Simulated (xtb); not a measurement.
CH2Cl, charge -1, singlet, geometry from GFN2-xTB; GFN0-xTB (xtb 6.7.1).

Input for xtb:
```
$ xtb mol.xyz --gfn 0 --chrg -1 --uhf 0 --json

# file mol.xyz
4

C      0.00376299     0.16217920    -1.24958859
Cl    -0.00156201     0.00018286     0.61906895
H      0.88406358    -0.49140260    -1.51109367
H     -0.88008742    -0.48478128    -1.51554685
```

Output, abridged:

```
   ID    Z sym.   atoms
    1    6 C      1
    2   17 Cl     2
    3    1 H      3, 4

           -------------------------------------------------
          |                Calculation Setup                |
           -------------------------------------------------

           -------------------------------------------------
          |                 G F N 0 - x T B                 |
           -------------------------------------------------

          ...................................................
          :                      SETUP                      :
          :.................................................:
          :  # basis functions                  18          :
          :  # atomic orbitals                  17          :
          :  # shells                            9          :
          :  # electrons                        14          :
          :  electronic temp.          300.0000000     K    :
          :  accuracy                    1.0000000          :
          :  -> integral cutoff          0.2500000E+02      :
          :  -> integral neglect         0.1000000E-07      :
          ...................................................

         :::::::::::::::::::::::::::::::::::::::::::::::::::::
         ::                     SUMMARY                     ::
         :::::::::::::::::::::::::::::::::::::::::::::::::::::
         :: total energy              -8.838522588573 Eh    ::
         :: gradient norm              0.020128858927 Eh/a0 ::
         :: HOMO-LUMO gap              4.142382395783 eV    ::
         ::.................................................::
         :: H0 energy                 -7.747459228253 Eh    ::
         :: repulsion energy           0.030512634933 Eh    ::
         :: electrostat energy        -1.120925403593 Eh    ::
         :: -> Gsolv                   0.000000000000 Eh    ::
         ::    -> Gsasa                0.000000000000 Eh    ::
         ::    -> Gshift               0.000000000000 Eh    ::
         :: dispersion energy         -0.000650591660 Eh    ::
         :: short-range corr.          0.000000000000 Eh    ::
         :: add. restraining           0.000000000000 Eh    ::
         :: total charge              -1.000000000000 e     ::
         :::::::::::::::::::::::::::::::::::::::::::::::::::::

           -------------------------------------------------
          |                Property Printout                |
           -------------------------------------------------

    * Orbital Energies and Occupations

         #    Occupation            Energy/Eh            Energy/eV
      -------------------------------------------------------------
         1        2.0000           -0.9687835             -26.3619
         2        2.0000           -0.6120466             -16.6546
         3        2.0000           -0.5212513             -14.1840
         4        2.0000           -0.4949670             -13.4687
         5        2.0000           -0.4530239             -12.3274
         6        2.0000           -0.4318708             -11.7518
         7        2.0000           -0.3917864             -10.6611 (HOMO)
         8                         -0.2395567              -6.5187 (LUMO)
         9                         -0.1203277              -3.2743
        10                         -0.0919188              -2.5012
        11                         -0.0604846              -1.6459
        12                         -0.0584974              -1.5918
        13                         -0.0510440              -1.3890
        14                         -0.0490127              -1.3337
        15                          0.0554299               1.5083
        16                          0.1542945               4.1986
        17                          0.2755835               7.4990
      -------------------------------------------------------------
                  HL-Gap            0.1522298 Eh            4.1424 eV
             Fermi-level            0.0000000 Eh            0.0000 eV

     #   Z          covCN         q      C6AA      α(0)
     1   6 C        2.711    -0.493    45.676    11.027
     2  17 Cl       0.875    -0.541   115.000    16.393
     3   1 H        0.918     0.017     2.781     2.608
     4   1 H        0.918     0.017     2.781     2.608

 Mol. C6AA /au·bohr⁶  :        433.131444
 Mol. C8AA /au·bohr⁸  :      13731.789044
 Mol. α(0) /au        :         32.636110

Wiberg/Mayer (AO) data.
largest (>0.10) Wiberg bond orders for each atom

 ---------------------------------------------------------------------------
     #   Z sym  total        # sym  WBO       # sym  WBO       # sym  WBO
 ---------------------------------------------------------------------------
     1   6 C    2.997 --     3 H    1.003     4 H    1.003     2 Cl   0.991
     2  17 Cl   1.019 --     1 C    0.991
     3   1 H    1.014 --     1 C    1.003
     4   1 H    1.014 --     1 C    1.003
 ---------------------------------------------------------------------------

Topologies differ in total number of bonds
Writing topology from bond orders to xtbtopo.mol

 dipole moment from electron density (au)
     X       Y       Z
  -0.0070  -0.7722   1.6228  total (Debye):    4.568

           -------------------------------------------------
          | TOTAL ENERGY               -8.838522588573 Eh   |
          | GRADIENT NORM               0.020128858927 Eh/α |
          | HOMO-LUMO GAP               4.142382395783 eV   |
           -------------------------------------------------

normal termination of xtb
```
